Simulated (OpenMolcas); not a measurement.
**One shape, several levels: CH5BN (SMILES B[N]C)**

Wanted: a comparison of 6 runs (UHF/3-21G, UB3LYP/6-31G*, U-revPBE/def2-SVPD, UBHLYP/def2-SVPD, UM06-2X/def2-SVPD, UPBE0/def2-SVPD) of CH5BN. 

The calculation is run with OpenMolcas 26.06.

### Step 1. The structure to begin with

CH5BN has 8 atoms, charge 0, and is taken as a doublet. As SMILES, `B[N]C`. Geometry: relaxed at PBE0-D4/def2-TZVP.

Bond lengths: B1–N2 1.332 Å, N2–C3 1.390 Å, B1–H4 1.210 Å, B1–H5 1.203 Å, C3–H6 1.096 Å, C3–H7 1.096 Å, C3–H8 1.102 Å. Angles: B1–N2–C3 164.6°, N2–B1–H4 118.7°, N2–B1–H5 121.1°, N2–C3–H6 112.2°, N2–C3–H7 112.2°, N2–C3–H8 109.0°, H4–B1–H5 120.3°, H6–C3–H7 109.2°, H6–C3–H8 107.0°, H7–C3–H8 107.0°.

### Step 2. Energy and forces at UHF/3-21G (run 1)

mol.xyz reads:

```xyz
8

B     -0.373900     1.096100    -0.965000
N      0.058500     0.275600    -0.008700
C      0.339600    -0.835900     0.776800
H     -1.007800     0.632300    -1.885400
H     -0.143000     2.276400    -0.921600
H     -0.096400    -0.755000     1.778600
H      1.416200    -1.018200     0.865300
H     -0.101000    -1.728600     0.304400
```

job.inp reads:

```
&GATEWAY
  BasLib = $CurrDir
  Coord = mol.xyz
  Basis = 3-21G
  Group = NoSym

&SEWARD

&SCF
  UHF
  Spin = 2
  Thresholds = 1e-10 1e-07 1e-07 1e-05
  PrOrbitals = 1 2

&ALASKA
```

The basis set 3-21G is read from a file made from the Basis Set Exchange's data (not shown).

Run with:

```bash
$ export MOLCAS_MEM=1860
$ pymolcas job.inp > job.log
```

The program printed:

```text
--- Start Module: gateway ---
[...]
--- Stop Module: gateway /rc=_RC_ALL_IS_WELL_ ---
[...]
      Basis functions           37
[...]
--- Start Module: scf ---
[...]
       Convergence after  17 Iterations
[...]
::    Total SCF energy                               -119.2113687866
[...]
      Total spin, S                                     0.5163638110
[...]
      Total electronic charge=   23.000000
      Total            charge=   -0.000000
[...]
      Dipole Moment (debye):
      Origin of the operator (angstrom)=    0.0201    0.1260   -0.0305
                   X=  5.5035E-01               Y= -1.8935E+00               Z=  1.4570E+00           Total=  2.4518E+00
      Quadrupole Moment (debye*angstrom):
[...]
 *              Molecular gradients               *
 **************************************************
  Irreducible representation: a
 ------------------------------------------------------------------------------------------
                              X                       Y                       Z
 ------------------------------------------------------------------------------------------
  B1                1.37382719790553E-02   -2.44314354291948E-02    2.98778175592949E-02
  N2               -6.17686546701157E-03   -9.19813289953164E-04   -9.99199319393984E-03
  C3               -5.92257272110597E-03    3.10329328222778E-02   -1.88462840002073E-02
  H4               -2.92761482942483E-03   -2.81276844944534E-03   -4.05622824393226E-03
  H5                1.01754714968627E-03    5.45791973447018E-03    1.14504812511823E-04
  H6               -3.95953295922180E-03    1.03776686626700E-04    6.51110030951418E-03
  H7                7.34597357683953E-03   -1.87767949561402E-03   -3.35433854091294E-04
  H8               -3.11520672880428E-03   -6.55293257915446E-03   -3.27348338914335E-03
[...]
```

It took 2.1 s on 1 thread of Arm Neoverse V2, shared host; peak memory 0.37 GiB.

### Step 3. Energy and forces at UB3LYP/6-31G(d) (spherical functions) (run 2)

mol.input reads:

```
&GATEWAY
 BasLib=$CurrDir
 Coord
 8
 bohr
 B     -0.70656860     2.07132881    -1.82358571
 N      0.11054898     0.52080852    -0.01644062
 C      0.64175099    -1.57962207     1.46793925
 H     -1.90446599     1.19487383    -3.56288964
 H     -0.27023084     4.30177255    -1.74157160
 H     -0.18216960    -1.42674322     3.36106689
 H      2.67623014    -1.92411914     1.63518002
 H     -0.19086234    -3.26658058     0.57523263
 Basis=6-31Gs
 Group=NoSym

&SEWARD
 GridInput
 Grid=UltraFine
 End of Grid

&SCF
 UHF
 Spin=2
 KSDFT=B3LYP
 Thresholds=1e-10 1e-07 1e-07 1e-05
 PrOrbitals=1 2

&ALASKA
```

The basis set 6-31G* is read from a file made from the Basis Set Exchange's data (not shown).

Run with:

```bash
$ export MOLCAS_MEM=1860
$ pymolcas mol.input > mol.log
```

The program printed:

```text
--- Start Module: gateway ---
[...]
--- Stop Module: gateway /rc=_RC_ALL_IS_WELL_ ---
[...]
      Basis functions           52
[...]
--- Start Module: scf ---
[...]
       Convergence after  16 Iterations
[...]
::    Total KS-DFT energy                            -120.6745338647
[...]
      Total spin, S                                     0.5036328643
[...]
      Total electronic charge=   23.000000
      Total            charge=   -0.000000
[...]
      Dipole Moment (debye):
      Origin of the operator (angstrom)=    0.0201    0.1260   -0.0305
                   X=  4.5976E-01               Y= -1.6862E+00               Z=  1.2477E+00           Total=  2.1474E+00
      Quadrupole Moment (debye*angstrom):
[...]
 *              Molecular gradients               *
 **************************************************
  Irreducible representation: a
 ------------------------------------------------------------------------------------------
                              X                       Y                       Z
 ------------------------------------------------------------------------------------------
  B1                1.60134213370045E-03   -3.61534771061311E-03    3.69769628905026E-03
  N2               -1.00938204220524E-04   -2.56604325379060E-03    6.15623459253811E-04
  C3               -7.36615451997880E-04    3.38191502880392E-03   -2.27457487531479E-03
  H4                2.15027724963734E-04   -4.50396286836519E-04    4.81975133625134E-04
  H5                2.01795640282887E-04   -3.35095492009163E-04    4.27590164120431E-04
  H6                5.40946844870493E-04    3.33078010617022E-04   -2.62660803509984E-03
  H7               -2.45671226361432E-03    8.36580231059814E-04   -8.35565372038938E-04
  H8                7.35153576007397E-04    2.41530947276480E-03    5.13863236403456E-04
[...]
```

Run time: 25 s. Hardware: 1 thread of Arm Neoverse V2, shared host; peak memory 0.38 GiB.

### Step 4. Energy and gradient at U-revPBE/def2-SVPD (run 3)

test.inp reads:

```
>>> EXPORT MOLCAS_PRINT=2
&GATEWAY
BasLib=$CurrDir
Coord
8
bohr
B     -0.70656860     2.07132881    -1.82358571
N      0.11054898     0.52080852    -0.01644062
C      0.64175099    -1.57962207     1.46793925
H     -1.90446599     1.19487383    -3.56288964
H     -0.27023084     4.30177255    -1.74157160
H     -0.18216960    -1.42674322     3.36106689
H      2.67623014    -1.92411914     1.63518002
H     -0.19086234    -3.26658058     0.57523263
Basis=def2-SVPD
Group=NoSym
&SEWARD
GridInput
Grid=UltraFine
End of Grid
&SCF
UHF
Spin=2
KSDFT=revPBE
Thresholds=1e-10 1e-07 1e-07 1e-05
PrOrbitals=1 1
&ALASKA
```

The basis set def2-SVPD is read from a file made from the Basis Set Exchange's data (not shown).

Run with:

```bash
$ export MOLCAS_MEM=1860
$ pymolcas test.inp > test.log
```

The program printed:

```text
--- Start Module: gateway ---
[...]
--- Stop Module: gateway /rc=_RC_ALL_IS_WELL_ ---
[...]
      Basis functions          100
[...]
--- Start Module: scf ---
[...]
       Convergence after  17 Iterations
[...]
::    Total KS-DFT energy                            -120.5528417338
[...]
      Total spin, S                                     0.5028284266
[...]
      Total electronic charge=   23.000000
      Total            charge=   -0.000000
[...]
      Dipole Moment (debye):
      Origin of the operator (angstrom)=    0.0201    0.1260   -0.0305
                   X=  4.3249E-01               Y= -1.6258E+00               Z=  1.1847E+00           Total=  2.0576E+00
      Quadrupole Moment (debye*angstrom):
[...]
 *              Molecular gradients               *
 **************************************************
  Irreducible representation: a
 ------------------------------------------------------------------------------------------
                              X                       Y                       Z
 ------------------------------------------------------------------------------------------
  B1               -5.24843375795836E-04   -5.29215445883580E-04   -7.34919699739933E-04
  N2               -1.28599625139159E-03   -7.95664392489348E-04   -1.86153009517165E-03
  C3                3.52017445812258E-04   -3.33205042694118E-03    1.46036568115626E-03
  H4                4.95910112674758E-03    2.08894937747250E-03    7.64205381728855E-03
  H5               -9.22055973716751E-04   -9.34336141417713E-03    1.15857138516786E-03
  H6                4.16903540082902E-03   -9.06869803043303E-05   -1.01155961859574E-02
  H7               -1.06201053501769E-02    2.46287050440630E-03   -1.20398376681963E-03
  H8                3.87284697769408E-03    9.53915877801492E-03    3.65503886404994E-03
[...]
```

Run time: 66 s. Hardware: 1 thread of Arm Neoverse V2, shared host; peak memory 0.56 GiB.

Runs 4 to 5 aren't shown in full; the table further down has their settings and results.

### Step 5. Energy and gradient at UPBE0/def2-SVPD (run 6)

struct.xyz reads:

```xyz
8

B     -0.373900     1.096100    -0.965000
N      0.058500     0.275600    -0.008700
C      0.339600    -0.835900     0.776800
H     -1.007800     0.632300    -1.885400
H     -0.143000     2.276400    -0.921600
H     -0.096400    -0.755000     1.778600
H      1.416200    -1.018200     0.865300
H     -0.101000    -1.728600     0.304400
```

job.inp reads:

```
* CH5BN Kohn-Sham DFT

&GATEWAY
 BasLib=$CurrDir
 Coord=struct.xyz
 Basis=def2-SVPD
 Group=NoSym

&SEWARD
 GridInput
 Grid=UltraFine
 End of Grid

&SCF
 UHF
 Spin=2
 KSDFT=PBE0
 Thresholds=1e-10 1e-07 1e-07 1e-05
 PrOrbitals=1 2

&ALASKA
```

The basis set def2-SVPD is read from a file made from the Basis Set Exchange's data (not shown).

Run with:

```bash
$ export MOLCAS_MEM=1860
$ pymolcas job.inp > job.log
```

The program printed:

```text
--- Start Module: gateway ---
[...]
--- Stop Module: gateway /rc=_RC_ALL_IS_WELL_ ---
[...]
      Basis functions          100
[...]
--- Start Module: scf ---
[...]
       Convergence after  16 Iterations
[...]
::    Total KS-DFT energy                            -120.4329221655
[...]
      Total spin, S                                     0.5045878484
[...]
      Total electronic charge=   23.000000
      Total            charge=   -0.000000
[...]
      Dipole Moment (debye):
      Origin of the operator (angstrom)=    0.0201    0.1260   -0.0305
                   X=  4.4402E-01               Y= -1.6377E+00               Z=  1.2072E+00           Total=  2.0824E+00
      Quadrupole Moment (debye*angstrom):
[...]
 *              Molecular gradients               *
 **************************************************
  Irreducible representation: a
 ------------------------------------------------------------------------------------------
                              X                       Y                       Z
 ------------------------------------------------------------------------------------------
  B1               -6.30139141652997E-04    5.96081795069203E-04   -1.23548827085784E-03
  N2               -4.92642010958999E-04    1.49517026664081E-03   -1.19181292007298E-03
  C3                6.68927485845128E-04   -3.21865170447122E-03    1.95208597353602E-03
  H4                2.31846452841533E-03    1.32438766891640E-03    3.47105733407238E-03
  H5               -6.56046061490390E-04   -4.63739306171984E-03    2.43858451617111E-04
  H6                1.87427204162338E-03   -1.61800130073289E-04   -4.46320498073671E-03
  H7               -4.75027593884647E-03    9.72450824229920E-04   -4.82941072089016E-04
  H8                1.66743909705103E-03    3.62975434138946E-03    1.70644548456766E-03
[...]
```

Run time: 60 s. Hardware: 1 thread of Arm Neoverse V2, shared host; peak memory 0.56 GiB.

### Step 6. The series

| run | level | integration grid | task | energy (Eh) | dipole moment (D) | HOMO energy (eV) | LUMO energy (eV) | wall time |
| --- | --- | --- | --- | --- | --- | --- | --- | --- |
| 1 | UHF/3-21G | – | gradient | -119.211369 | 2.45 | -10.40 | 3.03 | 2.1 s |
| 2 | UB3LYP/6-31G* (spherical functions) | UltraFine | gradient | -120.674534 | 2.15 | -6.63 | -2.74 | 25 s |
| 3 | U-revPBE/def2-SVPD | UltraFine | gradient | -120.552842 | 2.06 | -5.59 | -3.88 | 66 s |
| 4 | UBHLYP/def2-SVPD | UltraFine | gradient | -120.513498 | 2.06 | -8.59 | -1.32 | 64 s |
| 5 | UM06-2X/def2-SVPD | UltraFine | energy | -120.515580 | 2.07 | -8.34 | -1.72 | 85 s |
| 6 | UPBE0/def2-SVPD | UltraFine | gradient | -120.432922 | 2.08 | -7.15 | -2.68 | 60 s |

### Step 7. Results

| quantity | value |
| --- | --- |
| run 6: total energy | -120.43292 Eh |
| run 6: dipole moment | 2.08 D |
| run 6: HOMO energy (highest over α and β) | -7.15 eV |
| run 6: LUMO energy (lowest over α and β) | -2.68 eV |
| run 6: ⟨S²⟩ | 0.759 |
| run 6: largest force on an atom | 0.251 eV/Å |

In words: The dipole moment (its size) runs from 2.06 D (U-revPBE/def2-SVPD) to 2.45 D (UHF/3-21G). The two ends differ in method and basis. Totals of different functionals can't be ranked against each other. All runs together took 5 min, the longest 85 s.
